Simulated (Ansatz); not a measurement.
in.yaml

```yaml
crystal:
  periodic: [false, false, false]
  atoms:
    - {symbol: C, position_ang: [0.000764, -0.166820, 1.132784]}
    - {symbol: P, position_ang: [-0.000069, 0.093120, -0.474627]}
    - {symbol: H, position_ang: [0.047895, 0.397698, 2.025441]}
    - {symbol: H, position_ang: [-0.054882, -1.271403, -0.938610]}
basis:
  gaussian: {orbitals: cc-pVDZ}
magnetization: {spin_polarized: true, initial_magnetization: 1}
hamiltonian: {xc: hf}
output: {orbitals: {seedname: orbitals}}
```

```sh
$ ansatz run in.yaml --threads 1 --pin off --events-out ev --progress --plain --max-ram 2393MiB
```

(1) Roughly how long does this take on 1 thread of Arm Neoverse V1, shared host, and how much host memory?

```
412 factors; integrals over basis functions are off by at most 1.3e-3 eV
mean field evaluation 1: about -10329.7014 eV, gradient 1.2e1 eV
mean field evaluation 2: about -10329.7054 eV, gradient 1.2e1 eV
mean field evaluation 4: about -10331.1592 eV, gradient 2.6e0 eV
mean field evaluation 8: about -10331.4163 eV, gradient 8.1e-1 eV
mean field evaluation 16: about -10331.6166 eV, gradient 2.0e-4 eV
mean field -10331.61661289 eV, -379.6799075025 hartree, gradient 9.4e-6 eV, S^2 1.173398; 0 other end points of the search recorded, 0 dependent functions left out
reference -10331.61661289 eV, -379.6799075025 hartree; 12, 11 occupied and 30, 31 virtual orbitals, 412 factors
Total energy: -10331.61661289 eV, -379.6799075025 hartree
```

Results:

(1) 0.33 s wall and 0.07 GiB.
